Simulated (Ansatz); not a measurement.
Reaction (SMILES): C[S] (CH3-S) → C[S-] (an electron is taken up)
B3LYP-D3(BJ)/def2-TZVP geometries, fixed; electronic energies without zero-point terms; positive where energy is released.

Basis-set convergence of the adiabatic electron affinity at PBE with Ansatz (a quantum-chemistry and plane-wave program). All functions are spherical. Open shells are unrestricted. No added dispersion term, no relativity. Functions are those of the species that has most. Reference: the value in aug-pcseg-3, 1.809 eV, itself unsure by roughly 0.006 eV (its mean distance from aug-cc-pV(Q+d)Z, def2-QZVPPD). Deviations are taken from unrounded values.

```tsv
basis	functions	adiabatic electron affinity (eV)	minus reference (eV)
cc-pV(D+d)Z	52	1.165	-0.644
aug-cc-pV(D+d)Z	82	1.837	0.028
cc-pV(T+d)Z	111	1.499	-0.310
jun-cc-pV(T+d)Z	129	1.805	-0.004
aug-cc-pV(T+d)Z	170	1.805	-0.004
cc-pV(Q+d)Z	209	1.632	-0.176
aug-cc-pV(Q+d)Z	307	1.805	-0.004
cc-pV(5+d)Z	356	1.692	-0.117
```

The smallest set listed that lies within 0.05 eV of the reference with all its larger relatives (same family, alike in diffuse functions; a set with none counts only in the reference's own line) is aug-cc-pV(D+d)Z (82 functions, 0.028 eV off).
